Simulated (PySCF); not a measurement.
**C6H6FI, a complex of two parts: interaction energy**

What interaction energy should one expect for `Ic1ccccc1` with `F`?

Programs: PySCF 2.14.0. All values are calculated, for the isolated system unless a continuum is named. Atoms count from 0, parts from 1.

## 1. The system as given

14 atoms, charge 0, multiplicity 1; geometry: GFN2-xTB, rigid scan. Parts: 1 = atoms 0–11, `Ic1ccccc1`, charge 0; 2 = atoms 12–13, `F`, charge 0.

## 2. Interaction energy: 2.05 Å

Job settings and geometry (Å):

```
{"job": {"kind": "inter", "xc": "r2SCAN", "basis": "def2-SVP", "disp": "d4"}, "charge": 0, "multiplicity": 1, "parts": [{"atoms": "0-11", "charge": 0, "multiplicity": 1}, {"atoms": "12-13", "charge": 0, "multiplicity": 1}]}
I      3.456638    -0.164620    -0.228022
C      1.347624    -0.083234    -0.059318
C      0.722566     1.146334     0.047402
C     -0.660213     1.195770     0.147489
C     -1.406470     0.022469     0.134656
C     -0.763585    -1.201849     0.030977
C      0.616226    -1.259065    -0.065032
H      1.300122     2.057642     0.051629
H     -1.152172     2.155592     0.215544
H     -2.483755     0.063815     0.198764
H     -1.337279    -2.115618     0.021534
H      1.116247    -2.211442    -0.147887
F     -1.045942     0.727564     3.059861
H     -0.994015     0.719414     2.117315
```

Method: r2SCAN-D4/def2-SVP interaction energy, counterpoise and uncorrected, gas phase.

Run with:

```console
> OMP_NUM_THREADS=1 python cluster_run.py task.json out
```

The driver reads the jobs from task.json and runs them one after another.

The program printed:

```text
part 1, own basis, geometry of the cluster
coarse grid: 51472 points
cycle   1  E = -525.4934635358  dE = -2.670e+01  |g| = 3.649e+00  |ddm| = 1.056e+01
cycle   2  E = -507.5150317845  dE =  1.798e+01  |g| = 6.060e+00  |ddm| = 3.480e+01
cycle   3  E = -524.3408823033  dE = -1.683e+01  |g| = 3.120e+00  |ddm| = 3.499e+01
cycle   4  E = -528.2304536800  dE = -3.890e+00  |g| = 1.726e+00  |ddm| = 7.521e+00
cycle   5  E = -528.7437192406  dE = -5.133e-01  |g| = 1.082e+00  |ddm| = 2.986e+00
cycle   6  E = -529.0990267281  dE = -3.553e-01  |g| = 4.097e-01  |ddm| = 2.017e+00
cycle   7  E = -529.1393329777  dE = -4.031e-02  |g| = 1.955e-01  |ddm| = 6.919e-01
cycle   8  E = -529.1485307902  dE = -9.198e-03  |g| = 4.811e-02  |ddm| = 2.313e-01
cycle   9  E = -529.1491391005  dE = -6.083e-04  |g| = 1.802e-02  |ddm| = 8.776e-02
cycle  10  E = -529.1492189109  dE = -7.981e-05  |g| = 8.124e-03  |ddm| = 3.001e-02
cycle  11  E = -529.1492393318  dE = -2.042e-05  |g| = 1.072e-03  |ddm| = 1.137e-02
cycle  12  E = -529.1492395775  dE = -2.457e-07  |g| = 4.974e-04  |ddm| = 1.519e-03
final grid: 108152 points
cycle  13  E = -529.1518377780  dE = -7.138e-07  |g| = 8.986e-04  |ddm| = 3.952e-03
cycle  14  E = -529.1518372700  dE =  5.080e-07  |g| = 1.610e-03  |ddm| = 2.558e-03
cycle  15  E = -529.1518379769  dE = -7.069e-07  |g| = 2.677e-04  |ddm| = 1.798e-03
cycle  16  E = -529.1518379968  dE = -1.987e-08  |g| = 7.157e-05  |ddm| = 3.682e-04
cycle  17  E = -529.1518379982  dE = -1.406e-09  |g| = 1.404e-05  |ddm| = 8.881e-05
cycle  18  E = -529.1518379983  dE = -4.195e-11  |g| = 8.380e-06  |ddm| = 2.694e-05
converged SCF energy = -529.1518379983

part 2, own basis, geometry of the cluster
coarse grid: 7776 points
cycle   1  E = -100.2585474848  dE = -1.799e-02  |g| = 5.551e-01  |ddm| = 1.012e+00
cycle   2  E = -100.2106127743  dE =  4.793e-02  |g| = 7.944e-01  |ddm| = 7.368e-01
cycle   3  E = -100.3091581475  dE = -9.855e-02  |g| = 1.257e-02  |ddm| = 4.353e-01
cycle   4  E = -100.3091802690  dE = -2.212e-05  |g| = 2.842e-03  |ddm| = 6.636e-03
cycle   5  E = -100.3091814053  dE = -1.136e-06  |g| = 4.616e-04  |ddm| = 1.566e-03
final grid: 16976 points
cycle   6  E = -100.3090561139  dE = -8.821e-08  |g| = 6.390e-04  |ddm| = 8.496e-04
cycle   7  E = -100.3090560621  dE =  5.180e-08  |g| = 8.558e-04  |ddm| = 8.030e-04
cycle   8  E = -100.3090561756  dE = -1.135e-07  |g| = 2.893e-05  |ddm| = 4.655e-04
cycle   9  E = -100.3090561757  dE = -1.163e-10  |g| = 1.711e-06  |ddm| = 1.301e-05
converged SCF energy = -100.3090561757

part 1, own basis, relaxed alone
coarse grid: 51472 points
cycle   1  E = -525.5098748811  dE = -2.670e+01  |g| = 3.643e+00  |ddm| = 1.057e+01
cycle   2  E = -507.5181752063  dE =  1.799e+01  |g| = 6.052e+00  |ddm| = 4.126e+01
cycle   3  E = -524.2123662580  dE = -1.669e+01  |g| = 3.149e+00  |ddm| = 4.159e+01
cycle   4  E = -528.2543926872  dE = -4.042e+00  |g| = 1.697e+00  |ddm| = 7.504e+00
cycle   5  E = -528.7472459011  dE = -4.929e-01  |g| = 1.085e+00  |ddm| = 3.015e+00
cycle   6  E = -529.1024288344  dE = -3.552e-01  |g| = 3.948e-01  |ddm| = 1.989e+00
cycle   7  E = -529.1398294995  dE = -3.740e-02  |g| = 1.890e-01  |ddm| = 6.689e-01
cycle   8  E = -529.1484874929  dE = -8.658e-03  |g| = 3.998e-02  |ddm| = 2.137e-01
cycle   9  E = -529.1489609702  dE = -4.735e-04  |g| = 7.181e-03  |ddm| = 7.258e-02
cycle  10  E = -529.1489673510  dE = -6.381e-06  |g| = 5.257e-03  |ddm| = 1.177e-02
cycle  11  E = -529.1489746066  dE = -7.256e-06  |g| = 9.602e-04  |ddm| = 5.870e-03
final grid: 108152 points
cycle  12  E = -529.1515598165  dE =  2.506e-07  |g| = 2.131e-03  |ddm| = 5.633e-03
cycle  13  E = -529.1515531825  dE =  6.634e-06  |g| = 5.068e-03  |ddm| = 8.616e-03
cycle  14  E = -529.1515612189  dE = -8.036e-06  |g| = 2.587e-04  |ddm| = 6.127e-03
cycle  15  E = -529.1515612350  dE = -1.611e-08  |g| = 1.154e-04  |ddm| = 4.171e-04
cycle  16  E = -529.1515612384  dE = -3.380e-09  |g| = 3.332e-05  |ddm| = 1.523e-04
cycle  17  E = -529.1515612387  dE = -3.254e-10  |g| = 6.248e-06  |ddm| = 4.473e-05
converged SCF energy = -529.1515612387

part 2, own basis, relaxed alone
coarse grid: 7776 points
cycle   1  E = -100.2595610554  dE = -1.205e-02  |g| = 5.536e-01  |ddm| = 1.022e+00
cycle   2  E = -100.2146177284  dE =  4.494e-02  |g| = 7.821e-01  |ddm| = 7.268e-01
cycle   3  E = -100.3095036559  dE = -9.489e-02  |g| = 1.245e-02  |ddm| = 4.269e-01
cycle   4  E = -100.3095252169  dE = -2.156e-05  |g| = 2.732e-03  |ddm| = 6.739e-03
cycle   5  E = -100.3095262711  dE = -1.054e-06  |g| = 4.264e-04  |ddm| = 1.512e-03
final grid: 16976 points
cycle   6  E = -100.3094166980  dE = -9.161e-08  |g| = 6.103e-04  |ddm| = 8.273e-04
cycle   7  E = -100.3094166533  dE =  4.468e-08  |g| = 8.081e-04  |ddm| = 7.598e-04
cycle   8  E = -100.3094167540  dE = -1.006e-07  |g| = 2.659e-05  |ddm| = 4.384e-04
cycle   9  E = -100.3094167541  dE = -9.796e-11  |g| = 1.639e-06  |ddm| = 1.192e-05
converged SCF energy = -100.3094167541

cluster
final grid: 125128 points
cycle   1  E = -629.4650872132  dE = -9.873e-03  |g| = 9.832e-02  |ddm| = 1.330e+00
cycle   2  E = -629.4559526688  dE =  9.135e-03  |g| = 1.989e-01  |ddm| = 4.452e-01
cycle   3  E = -629.4677584717  dE = -1.181e-02  |g| = 3.220e-02  |ddm| = 2.800e-01
cycle   4  E = -629.4680284988  dE = -2.700e-04  |g| = 9.859e-03  |ddm| = 5.157e-02
cycle   5  E = -629.4680544510  dE = -2.595e-05  |g| = 2.198e-03  |ddm| = 1.362e-02
cycle   6  E = -629.4680551805  dE = -7.295e-07  |g| = 1.499e-03  |ddm| = 4.326e-03
cycle   7  E = -629.4680558363  dE = -6.558e-07  |g| = 3.032e-04  |ddm| = 2.129e-03
cycle   8  E = -629.4680558615  dE = -2.515e-08  |g| = 9.119e-05  |ddm| = 4.941e-04
cycle   9  E = -629.4680558635  dE = -2.028e-09  |g| = 1.855e-05  |ddm| = 1.206e-04
cycle  10  E = -629.4680558636  dE = -8.640e-11  |g| = 5.859e-06  |ddm| = 3.571e-05
converged SCF energy = -629.4680558636

part 1 in the basis of the cluster
final grid: 125128 points
cycle   1  E = -529.1523285896  dE = -4.864e-04  |g| = 1.231e-03  |ddm| = 1.122e-01
cycle   2  E = -529.1523289337  dE = -3.441e-07  |g| = 4.118e-04  |ddm| = 4.834e-03
cycle   3  E = -529.1523289069  dE =  2.681e-08  |g| = 4.932e-04  |ddm| = 1.179e-03
cycle   4  E = -529.1523289710  dE = -6.406e-08  |g| = 1.903e-04  |ddm| = 7.715e-04
cycle   5  E = -529.1523289811  dE = -1.013e-08  |g| = 5.569e-05  |ddm| = 2.741e-04
cycle   6  E = -529.1523289820  dE = -8.629e-10  |g| = 9.582e-06  |ddm| = 7.560e-05
converged SCF energy = -529.1523289820

part 2 in the basis of the cluster
final grid: 125128 points
cycle   1  E = -100.3123492494  dE = -3.295e-03  |g| = 1.548e-02  |ddm| = 7.854e-01
cycle   2  E = -100.3123522833  dE = -3.034e-06  |g| = 1.745e-02  |ddm| = 2.836e-02
cycle   3  E = -100.3123993536  dE = -4.707e-05  |g| = 2.426e-03  |ddm| = 1.756e-02
cycle   4  E = -100.3124002686  dE = -9.150e-07  |g| = 1.604e-04  |ddm| = 1.540e-03
cycle   5  E = -100.3124002725  dE = -3.937e-09  |g| = 1.871e-05  |ddm| = 1.283e-04
cycle   6  E = -100.3124002726  dE = -6.050e-11  |g| = 3.514e-07  |ddm| = 3.099e-05
converged SCF energy = -100.3124002726

Interaction energy (kcal/mol)
  counterpoise       -2.469
  uncorrected        -4.874
  dispersion part    -0.382
  deformation         0.053
  binding            -2.416

Decomposition of the uncorrected value (kcal/mol)
  electrostatic      -4.236
  Pauli               7.802
  orbital            -8.058
  dispersion         -0.382

Charge of each part in the cluster: 0.030 -0.030
```

Wall time 54 s (1 thread of Intel Xeon 6975P-C, shared host); peak memory 0.51 GiB.

Contacts at this geometry (a selection, picked against the atoms' radii; other short pairs can be missing):

```tsv
atoms	distance (Å)	kind (by distance and angle)	angle (°)
C3···H13	2.05	inside the van der Waals sum	–
```

The decomposition goes in steps from the parts' own densities: electrostatics between them unchanged, then the rise on making their orbitals orthogonal (called Pauli here; it holds the exchange-correlation between the parts too, so it can be small or negative at long range), then orbital relaxation, then the dispersion term. Charges of the parts share the cluster's density out in proportion to the parts' own densities.

The SCF energies in the log hold no dispersion term; the tabulated energies do.

The parts:

```tsv
part	SMILES	deformation (kcal/mol)	HOMO alone (eV)	charge in the cluster (e)
1	Ic1ccccc1	-0.17	-6.05	0.030
2	F	0.23	-9.13	-0.030
```

A deformation below zero shows that the part was relaxed at another level.

## 3. Counterpoise and decomposition: 2.16 Å

Same as in step 2 but for these lines:

```diff
@@ -13,3 +13,3 @@
 H      1.116247    -2.211442    -0.147887
-F     -1.045942     0.727564     3.059861
-H     -0.994015     0.719414     2.117315
+F     -1.062632     0.703746     3.158353
+H     -1.010705     0.695596     2.215806
```

With the program's defaults for keys left out, this is: r2SCAN-D4/def2-SVP interaction energy, counterpoise and uncorrected, gas phase.

The program printed:

```text
part 1, own basis, geometry of the cluster: E = -529.1518379983 (as before)

part 2, own basis, geometry of the cluster: E = -100.3090561757 (as before)

part 1, own basis, relaxed alone: E = -529.1515612387 (as before)

part 2, own basis, relaxed alone: E = -100.3094167541 (as before)

cluster
final grid: 125128 points
cycle   1  E = -629.4658953341  dE = -7.948e-03  |g| = 8.621e-02  |ddm| = 1.251e+00
cycle   2  E = -629.4587607694  dE =  7.135e-03  |g| = 1.751e-01  |ddm| = 3.894e-01
cycle   3  E = -629.4679953556  dE = -9.235e-03  |g| = 2.830e-02  |ddm| = 2.450e-01
cycle   4  E = -629.4682044486  dE = -2.091e-04  |g| = 8.693e-03  |ddm| = 4.530e-02
cycle   5  E = -629.4682248492  dE = -2.040e-05  |g| = 1.842e-03  |ddm| = 1.195e-02
cycle   6  E = -629.4682253790  dE = -5.298e-07  |g| = 1.236e-03  |ddm| = 3.638e-03
cycle   7  E = -629.4682258266  dE = -4.476e-07  |g| = 2.594e-04  |ddm| = 1.778e-03
cycle   8  E = -629.4682258450  dE = -1.843e-08  |g| = 7.722e-05  |ddm| = 4.163e-04
cycle   9  E = -629.4682258465  dE = -1.486e-09  |g| = 1.510e-05  |ddm| = 1.018e-04
cycle  10  E = -629.4682258466  dE = -5.889e-11  |g| = 4.542e-06  |ddm| = 2.920e-05
converged SCF energy = -629.4682258466

part 1 in the basis of the cluster
final grid: 125128 points
cycle   1  E = -529.1522755563  dE = -4.356e-04  |g| = 1.162e-03  |ddm| = 9.441e-02
cycle   2  E = -529.1522758671  dE = -3.109e-07  |g| = 5.034e-04  |ddm| = 4.571e-03
cycle   3  E = -529.1522758176  dE =  4.954e-08  |g| = 6.311e-04  |ddm| = 1.363e-03
cycle   4  E = -529.1522759300  dE = -1.124e-07  |g| = 1.945e-04  |ddm| = 9.262e-04
cycle   5  E = -529.1522759404  dE = -1.041e-08  |g| = 6.208e-05  |ddm| = 2.931e-04
cycle   6  E = -529.1522759415  dE = -1.067e-09  |g| = 1.058e-05  |ddm| = 8.434e-05
cycle   7  E = -529.1522759415  dE = -1.876e-11  |g| = 6.163e-06  |ddm| = 1.884e-05
converged SCF energy = -529.1522759415

part 2 in the basis of the cluster
final grid: 125128 points
cycle   1  E = -100.3118384140  dE = -2.784e-03  |g| = 1.326e-02  |ddm| = 7.615e-01
cycle   2  E = -100.3118478591  dE = -9.445e-06  |g| = 1.410e-02  |ddm| = 2.892e-02
cycle   3  E = -100.3118782931  dE = -3.043e-05  |g| = 2.446e-03  |ddm| = 1.451e-02
cycle   4  E = -100.3118792245  dE = -9.314e-07  |g| = 1.315e-04  |ddm| = 1.610e-03
cycle   5  E = -100.3118792271  dE = -2.643e-09  |g| = 1.835e-05  |ddm| = 1.129e-04
cycle   6  E = -100.3118792272  dE = -5.720e-11  |g| = 3.189e-07  |ddm| = 2.766e-05
converged SCF energy = -100.3118792272

Interaction energy (kcal/mol)
  counterpoise       -2.924
  uncorrected        -4.970
  dispersion part    -0.370
  deformation         0.053
  binding            -2.871

Decomposition of the uncorrected value (kcal/mol)
  electrostatic      -3.551
  Pauli               5.400
  orbital            -6.450
  dispersion         -0.370

Charge of each part in the cluster: 0.026 -0.026
```

Run time: 24 s. Hardware: 1 thread of Intel Xeon 6975P-C, shared host; peak memory 0.51 GiB.

In short: -2.92 kcal/mol with counterpoise, basis-set superposition error 2.05.

## 4. Counterpoise and decomposition: 2.26 Å

Same as in step 3 but for these lines:

```diff
@@ -13,3 +13,3 @@
 H      1.116247    -2.211442    -0.147887
-F     -1.062632     0.703746     3.158353
-H     -1.010705     0.695596     2.215806
+F     -1.079322     0.679928     3.256844
+H     -1.027396     0.671778     2.314297
```

Level: r2SCAN-D4/def2-SVP interaction energy, counterpoise and uncorrected, gas phase.

The program printed:

```text
part 1, own basis, geometry of the cluster: E = -529.1518379983 (as before)

part 2, own basis, geometry of the cluster: E = -100.3090561757 (as before)

part 1, own basis, relaxed alone: E = -529.1515612387 (as before)

part 2, own basis, relaxed alone: E = -100.3094167541 (as before)

cluster
final grid: 125128 points
cycle   1  E = -629.4661989111  dE = -6.425e-03  |g| = 7.628e-02  |ddm| = 1.171e+00
cycle   2  E = -629.4605614172  dE =  5.637e-03  |g| = 1.551e-01  |ddm| = 3.430e-01
cycle   3  E = -629.4678720159  dE = -7.311e-03  |g| = 2.519e-02  |ddm| = 2.159e-01
cycle   4  E = -629.4680380926  dE = -1.661e-04  |g| = 7.733e-03  |ddm| = 4.018e-02
cycle   5  E = -629.4680543813  dE = -1.629e-05  |g| = 1.568e-03  |ddm| = 1.058e-02
cycle   6  E = -629.4680547815  dE = -4.002e-07  |g| = 1.029e-03  |ddm| = 3.095e-03
cycle   7  E = -629.4680550924  dE = -3.108e-07  |g| = 2.238e-04  |ddm| = 1.499e-03
cycle   8  E = -629.4680551061  dE = -1.371e-08  |g| = 6.651e-05  |ddm| = 3.553e-04
cycle   9  E = -629.4680551072  dE = -1.123e-09  |g| = 1.258e-05  |ddm| = 8.745e-05
cycle  10  E = -629.4680551072  dE = -4.115e-11  |g| = 3.612e-06  |ddm| = 2.445e-05
converged SCF energy = -629.4680551072

part 1 in the basis of the cluster
final grid: 125128 points
cycle   1  E = -529.1522277949  dE = -3.897e-04  |g| = 1.165e-03  |ddm| = 7.912e-02
cycle   2  E = -529.1522280789  dE = -2.841e-07  |g| = 5.882e-04  |ddm| = 4.372e-03
cycle   3  E = -529.1522280296  dE =  4.938e-08  |g| = 6.985e-04  |ddm| = 1.526e-03
cycle   4  E = -529.1522281684  dE = -1.388e-07  |g| = 2.108e-04  |ddm| = 1.016e-03
cycle   5  E = -529.1522281808  dE = -1.237e-08  |g| = 6.251e-05  |ddm| = 3.157e-04
cycle   6  E = -529.1522281819  dE = -1.086e-09  |g| = 1.139e-05  |ddm| = 8.648e-05
cycle   7  E = -529.1522281819  dE = -2.467e-11  |g| = 5.790e-06  |ddm| = 1.925e-05
converged SCF energy = -529.1522281819

part 2 in the basis of the cluster
final grid: 125128 points
cycle   1  E = -100.3113796212  dE = -2.325e-03  |g| = 1.131e-02  |ddm| = 7.324e-01
cycle   2  E = -100.3113927030  dE = -1.308e-05  |g| = 1.122e-02  |ddm| = 3.211e-02
cycle   3  E = -100.3114116801  dE = -1.898e-05  |g| = 2.447e-03  |ddm| = 1.190e-02
cycle   4  E = -100.3114126122  dE = -9.320e-07  |g| = 1.071e-04  |ddm| = 1.628e-03
cycle   5  E = -100.3114126139  dE = -1.748e-09  |g| = 1.769e-05  |ddm| = 9.676e-05
cycle   6  E = -100.3114126140  dE = -5.141e-11  |g| = 2.963e-07  |ddm| = 2.319e-05
converged SCF energy = -100.3114126140

Interaction energy (kcal/mol)
  counterpoise       -3.128
  uncorrected        -4.852
  dispersion part    -0.358
  deformation         0.053
  binding            -3.074

Decomposition of the uncorrected value (kcal/mol)
  electrostatic      -2.998
  Pauli               3.700
  orbital            -5.197
  dispersion         -0.358

Charge of each part in the cluster: 0.022 -0.022
```

Run time: 24 s. Hardware: 1 thread of Intel Xeon 6975P-C, shared host; peak memory 0.51 GiB.

Counterpoise interaction energy: -3.13 kcal/mol.

(Part 1 of 3 ends here.)
